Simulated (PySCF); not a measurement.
Isomers of C3H4ClN.

All values: PBE0/pcSseg-1 (PySCF) at GFN2-xTB geometries, gas phase, one conformer each.

Question: Rank by the lowest IAO charge on any atom, highest value first.
A. `[CH2:1]=[N:2]/[CH:3]=[CH:4]/[Cl:5]` with C1–N2–C3–C4 48°
B. `[N:1]#[C:2][CH2:3][CH2:4][Cl:5]` with C2–C3–C4–Cl5 180°
C. 2-chloropropionitrile, `C[C@@H](Cl)C#N`

Answer: A (-0.222 e), B (-0.300 e), C (-0.415 e).

Question: Rank by the highest Hirshfeld charge on any atom, highest value first.
A. `[N:1]#[C:2][CH2:3][CH2:4][Cl:5]` with C2–C3–C4–Cl5 180°
B. 2-chloropropionitrile (`C[C@@H](Cl)C#N`)
C. `[CH2:1]=[N:2]/[CH:3]=[CH:4]/[Cl:5]` with C1–N2–C3–C4 48°

Answer: A (+0.089 e), B (+0.076 e), C (+0.059 e).

Question: Rank by LUMO energy, highest first.
A. `[N:1]#[C:2][CH2:3][CH2:4][Cl:5]` with C2–C3–C4–Cl5 180° (trans 3-chloropropionitrile)
B. 2-chloropropionitrile, `C[C@@H](Cl)C#N`
C. `[H]/[N:5]=[CH:4]\[C:2](=[CH2:1])[Cl:3]` with C1–C2–C4–N5 180°
D. `[CH2:1]=[N:2]/[CH:3]=[CH:4]/[Cl:5]` with C1–N2–C3–C4 48°

Answer: A (-0.24 eV), B (-0.86 eV), D (-1.37 eV), C (-1.72 eV).

All values together:

| SMILES | μ (D) | HOMO (eV) | LUMO (eV) | lowest IAO charge (e) | highest IAO charge (e) | lowest Hirshfeld charge (e) | highest Hirshfeld charge (e) |
| --- | --- | --- | --- | --- | --- | --- | --- |
| [H]/N=C\C(=C)Cl | 2.42 | -7.91 | -1.72 | -0.409 (N) | +0.249 (H) | -0.223 (N) | +0.093 (H) |
| C=N/C=C/Cl | 2.09 | -6.81 | -1.37 | -0.222 (N) | +0.173 (H) | -0.128 (N) | +0.059 (H) |
| N#CCCCl | 1.90 | -9.05 | -0.24 | -0.300 (C) | +0.190 (H) | -0.221 (N) | +0.089 (C) |
| C[C@@H](Cl)C#N | 3.69 | -9.19 | -0.86 | -0.415 (C) | +0.196 (H) | -0.204 (N) | +0.076 (C) |

Conformers: `[H]/[N:5]=[CH:4]\[C:2](=[CH2:1])[Cl:3]` with C1–C2–C4–N5 180°; `[CH2:1]=[N:2]/[CH:3]=[CH:4]/[Cl:5]` with C1–N2–C3–C4 48°; `[N:1]#[C:2][CH2:3][CH2:4][Cl:5]` with C2–C3–C4–Cl5 180°.
